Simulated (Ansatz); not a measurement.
`CB[SiH3]` + `[SiH3]`• → `C[B][SiH3]`• + SiH₄ at 600 K and 1 bar (hydrogen abstraction from a B–H bond).

Program: Ansatz. Geometries: PBE0-D4/def2-TZVP. ΔE: electronic, gas phase. CCSD(T)/CBS is the MP2 limit (def2-TZVPP, def2-QZVPP) plus CCSD(T) − MP2 in def2-TZVPP, frozen cores. This one scheme is used for every species. Open shells (•) are unrestricted, without spin–orbit coupling.

| species | CCSD(T)/CBS energy (Eh) | H − E (kJ/mol) | S (J/(mol·K)) |
| --- | --- | --- | --- |
| `CB[SiH3]` | -356.10570 | 243.9 | 396.6 |
| `[SiH3]`• | -290.80808 | 80.4 | 249.9 |
| `C[B][SiH3]`• | -355.43800 | 214.1 | 393.2 |
| SiH₄ | -291.46306 | 108.7 | 242.3 |

H − E and S are ideal-gas, rigid-rotor, harmonic terms from PBE0-D4/def2-TZVP, for one conformer and one mirror image of each species, with the whole ground term of open shells counted as degenerate. 1 Eh = 2625.50 kJ/mol, R = 8.31446 J/(mol·K).

By hand: ΔE, ΔH, ΔS and ΔG.

ΔE = (-355.43800) + (-291.46306) − (-356.10570) − (-290.80808) = 0.01272 Eh = 33.4 kJ/mol. Δ(H − E) = 214.1 + 108.7 − 243.9 − 80.4 = -1.5, so ΔH = 31.9 kJ/mol. ΔS = 393.2 + 242.3 − 396.6 − 249.9 = -11.0 J/(mol·K). ΔG = 31.9 − 600 × (-11.0)/1000 = 38.5 kJ/mol.

By hand: the equilibrium constant, and the temperature at which ΔG would vanish if ΔH and ΔS stayed fixed.

log₁₀ K = −ΔG/(RT ln 10) = -3.4. ΔH and −TΔS have one sign here, so there is no such temperature.

The number of gas molecules stays the same, so ΔS is small and ΔH decides. A doubt of 5 kJ/mol in ΔE shifts log₁₀ K by 0.4 here. Other conformers and mirror images would add mixing entropy, several J/(mol·K) or more a flexible species. Modes under 60 cm⁻¹, often nearly free rotors, make the harmonic entropy too high. These are equilibria of isolated gas molecules and say nothing of rates. Largest T1 diagnostic: 0.015 (customary marks: 0.02 for closed shells, 0.045 for open ones).

ΔS is within the doubt of such terms, so its sign, and with it that verdict, could turn.
